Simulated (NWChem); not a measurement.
Species: LiH; SMILES [LiH]

```xyz
2

Li     0.0000     0.0000     0.4586
H      0.0000     0.0000    -1.1457
```
Atoms are numbered in this order, from 1.

Coordinates come from a PBE-D3(BJ)/def2-SVP optimisation.

### Question
List the 4 lowest vertical singlet excitations from B3LYP/6-31G* (spherical d), TDA (NWChem).

### Answer
| state | energy (eV) | oscillator strength | leading excitation (squared amplitude) |
|---|---|---|---|
| S1 | 3.48 | 0.096 | HOMO → LUMO (0.97) |
| S2 | 4.52 | 0.264 | HOMO → LUMO+1 (0.61) |
| S3 | 4.52 | 0.264 | HOMO → LUMO+2 (0.61) |
| S4 | 7.21 | 0.013 | HOMO → LUMO+3 (0.83) |
